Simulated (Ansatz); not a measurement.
# fcc Cu

Computed with BLYP in Ansatz (PAW).

Numerical settings: plane-wave cutoff 520 eV, 26×26×26 k mesh, Fermi–Dirac smearing 0.05 eV, no spin polarisation, scalar-relativistic PAW data made under PBE.

Cell: relaxed at this level.

For fcc Cu, the equilibrium volume per atom is 12.69 Å³/atom, the bulk modulus comes out as 116 GPa and the equilibrium lattice constant a is 3.702 Å. The band gap is zero (no gap) and the pressure derivative B′ of the bulk modulus is 5.1.

Measured, for comparison: equilibrium volume per atom 11.62 Å³/atom, lattice constant a 3.595 Å (low-temperature or extrapolated to 0 K; zero-point anharmonic expansion removed; as tabulated in Csonka et al. (2009), arXiv:0903.4037); bulk modulus 144 GPa (0 K value with the zero-point phonon effect removed, our sources range from 140 to 145; as tabulated in Mejia-Rodriguez and Trickey (2018), arXiv:1807.09216). Computed (rounded) less measured: equilibrium volume per atom +9.2 %, bulk modulus -19 % (-17 % to -20 % over the range), lattice constant a +3.0 %.

Computed values are for the static lattice.

It cost around 60 core-seconds (rough) of CPU time.

Ansatz is an electronic-structure program.
